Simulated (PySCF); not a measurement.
PySCF input file for C2H5, SMILES C[CH2] (connectivity only; charge and spin as stated), charge +1, multiplicity 1, PBE0-D3(BJ)/def2-TZVP. Geometry: PBE0-D3(BJ)/def2-TZVP. A frequency run showed that this geometry is not a minimum. The spin state was assumed, not searched. The isomer is the one that the SMILES or the coordinates give; other isomers of the formula were not compared.

```python
import numpy as np
from pyscf import gto, scf, dft, df
from pyscf.hessian import thermo

mol = gto.M(
    atom='''
    C    -0.00693464   -0.74313426    0.00000000
    C    -0.04161232    0.65718736   -0.00000000
    H    -0.90798983   -1.35863290    0.00000000
    H     0.94835749   -1.26993773   -0.00000000
    H     0.63069722    0.99961679    0.82343919
    H    -1.01048032    1.14501843    0.00000000
    H     0.63069722    0.99961679   -0.82343919
    ''',
    basis='def2-TZVP',
    charge=1,
    spin=0,
    max_memory=1600,
    verbose=3,
)
mf = dft.RKS(mol, xc='pbe0').density_fit(auxbasis='def2-universal-jkfit')
mf.disp = 'd3bj'
mf.grids.level = 3
mf.conv_tol = 1e-11
mf.max_cycle = 100
mf.kernel()

# [left out here: the lines that compute and print the analytic Hessian (its translational invariance restored by hand, since the grid's response is missing), thermochemistry and intensities]
```

Program output:

```
converged SCF energy = -78.7770794164768

WARN: DFTD3 does not support analytical Hessian, using finite difference


WARN: Mole.unit (angstrom) is changed to Bohr

Mode                                 0                   1                   2
Irrep
Freq [cm^-1]                     -311.0601            742.3483            800.4750
Reduced mass [au]                   1.1014              1.0524              1.0680
Force const [Dyne/A]               -0.0628              0.3417              0.4032
Char temp [K]                    -447.5462           1068.0739           1151.7054
Normal mode                   x     y     z       x     y     z       x     y     z
       0   C                -0.00  0.00 -0.01   -0.00  0.00  0.00   -0.03  0.03  0.00
       1   C                -0.00 -0.00  0.09   -0.00 -0.00 -0.06   -0.06 -0.01  0.00
       2   H                 0.00 -0.00 -0.55    0.00 -0.00 -0.15    0.23 -0.35  0.00
       3   H                 0.00  0.00  0.30    0.00  0.00  0.58    0.19  0.44 -0.00
       4   H                 0.23  0.33 -0.30    0.21 -0.45 -0.03    0.23 -0.32 -0.09
       5   H                 0.00  0.00 -0.01    0.00  0.00  0.32    0.16  0.42 -0.00
       6   H                -0.23 -0.33 -0.30   -0.21  0.45 -0.03    0.23 -0.32  0.09
Mode                                 3                   4                   5
Irrep
Freq [cm^-1]                     1076.2278           1176.8830           1253.4508
Reduced mass [au]                   1.3478              1.2483              1.3719
Force const [Dyne/A]                0.9198              1.0186              1.2699
Char temp [K]                    1548.4522           1693.2726           1803.4366
Normal mode                   x     y     z       x     y     z       x     y     z
       0   C                -0.06 -0.05  0.00    0.06  0.11 -0.00    0.00 -0.00  0.13
       1   C                 0.10  0.09 -0.00   -0.03 -0.04 -0.00   -0.00  0.00 -0.09
       2   H                 0.13 -0.35 -0.00   -0.11  0.38  0.00   -0.00  0.00 -0.57
       3   H                 0.07  0.17  0.00   -0.03 -0.04  0.00   -0.00 -0.00 -0.39
       4   H                -0.32 -0.12  0.39   -0.06 -0.49  0.21   -0.13  0.01  0.04
       5   H                 0.00 -0.08  0.00   -0.11 -0.21  0.00    0.00  0.00  0.44
       6   H                -0.32 -0.12 -0.39   -0.06 -0.49 -0.21    0.13 -0.01  0.04
Mode                                 6                   7                   8
Irrep
Freq [cm^-1]                     1271.2747           1361.6224           1448.3976
Reduced mass [au]                   1.7447              1.0942              1.1408
Force const [Dyne/A]                1.6613              1.1953              1.4100
Char temp [K]                    1829.0812           1959.0714           2083.9217
Normal mode                   x     y     z       x     y     z       x     y     z
       0   C                -0.09  0.10  0.00    0.00 -0.00  0.08   -0.02  0.02 -0.00
       1   C                 0.08 -0.12 -0.00   -0.00  0.00  0.03   -0.00  0.10  0.00
       2   H                 0.01 -0.02 -0.00    0.00 -0.00 -0.24    0.23 -0.37  0.00
       3   H                 0.11  0.49 -0.00   -0.00 -0.00 -0.35   -0.19 -0.29 -0.00
       4   H                 0.03  0.14 -0.07    0.26 -0.31 -0.05    0.28 -0.13 -0.12
       5   H                -0.08 -0.47  0.00    0.00  0.00 -0.63   -0.29 -0.49 -0.00
       6   H                 0.03  0.14  0.07   -0.26  0.31 -0.05    0.28 -0.13  0.12
Mode                                 9                  10                  11
Irrep
Freq [cm^-1]                     1553.7060           2886.0296           2899.6186
Reduced mass [au]                   1.5409              1.0748              1.0553
Force const [Dyne/A]                2.1915              5.2744              5.2277
Char temp [K]                    2235.4370           4152.3541           4171.9056
Normal mode                   x     y     z       x     y     z       x     y     z
       0   C                -0.00 -0.14  0.00    0.00 -0.00  0.00   -0.00  0.00  0.00
       1   C                -0.01  0.11  0.00   -0.00 -0.00  0.08    0.05  0.04  0.00
       2   H                -0.33  0.33 -0.00    0.00  0.00  0.02   -0.01 -0.00  0.00
       3   H                 0.30  0.40 -0.00   -0.00  0.00 -0.02    0.03 -0.01 -0.00
       4   H                 0.17 -0.07 -0.06   -0.42 -0.24 -0.48   -0.38 -0.21 -0.51
       5   H                -0.17 -0.21 -0.00   -0.00  0.00  0.02    0.18 -0.09  0.00
       6   H                 0.17 -0.07  0.06    0.42  0.24 -0.48   -0.38 -0.21  0.51
Mode                                12                  13                  14
Irrep
Freq [cm^-1]                     3117.9121           3210.4390           3228.8839
Reduced mass [au]                   1.0589              1.1058              1.1158
Force const [Dyne/A]                6.0653              6.7154              6.8541
Char temp [K]                    4485.9813           4619.1070           4645.6451
Normal mode                   x     y     z       x     y     z       x     y     z
       0   C                -0.00  0.07  0.00   -0.05 -0.00 -0.00    0.08  0.00 -0.00
       1   C                 0.00 -0.01 -0.00    0.07 -0.03 -0.00    0.04 -0.01 -0.00
       2   H                -0.58 -0.38 -0.00    0.28  0.19  0.00   -0.47 -0.32  0.00
       3   H                 0.60 -0.32 -0.00    0.28 -0.14 -0.00   -0.52  0.29 -0.00
       4   H                 0.01  0.01  0.01   -0.05 -0.03 -0.08   -0.04 -0.02 -0.05
       5   H                -0.03  0.01 -0.00   -0.73  0.36 -0.00   -0.41  0.21 -0.00
       6   H                 0.01  0.01 -0.01   -0.05 -0.03  0.08   -0.04 -0.02  0.05
temperature 298.1500 [K]
pressure 101325.00 [Pa]
Rotational constants [GHz] 102.03556 25.26639 22.74321
Symmetry number 1
Zero-point energy (ZPE) 0.05929 [Eh]   155677.640 [J/mol]
                           tot       elec      trans        rot        vib
Entropy [J/mol/K]       234.174      0.000    150.768     80.520      2.886
Cv [J/mol/K]             35.529      0.000     12.472     12.472     10.586
Cp [J/mol/K]             43.843      0.000     20.786     12.472     10.586
Internal energy [J/mol]                      3718.434   3718.434 156375.027
Internal energy [Eh]   -78.71469  -78.77708
Enthalpy [J/mol]                             6197.391   3718.434 156375.027
Enthalpy [Eh]          -78.71374
Gibbs free energy [J/mol]                  -38754.186 -20288.511 155514.427
Gibbs free energy [Eh] -78.74034
static polarisability / bohr^3: [[19.809  1.05   0.   ]
 [ 1.05  27.094 -0.   ]
 [-0.     0.    16.248]]
largest difference of analytic and finite-field dipole derivatives / e: 0.0005614947844712059
mode   freq/cm-1   IR/(km/mol)   Raman/(A^4/amu)   depolarisation
   1     -311.06        46.604             0.436            0.750
   2      742.35         2.048             3.260            0.750
   3      800.48        16.432             0.359            0.318
   4     1076.23       185.924             4.402            0.701
   5     1176.88        12.812            22.125            0.346
   6     1253.45         0.529             0.994            0.750
   7     1271.27        48.759             5.460            0.282
   8     1361.62        33.086             3.179            0.750
   9     1448.40        21.432             2.592            0.496
  10     1553.71         5.730             4.032            0.525
  11     2886.03        77.085            67.113            0.750
  12     2899.62       166.954           138.289            0.034
  13     3117.91         4.122            83.700            0.079
  14     3210.44         1.424            66.718            0.576
  15     3228.88        42.346            11.788            0.547
max |gradient| / (hartree/bohr): 9.066219512507233e-05
APT charges: [ 0.4953 -0.3726  0.16    0.1226  0.2344  0.1258  0.2344]
```

The run converged. The end point has an imaginary mode, so it is no minimum.

Cost: about 60 core-seconds (a rough figure).
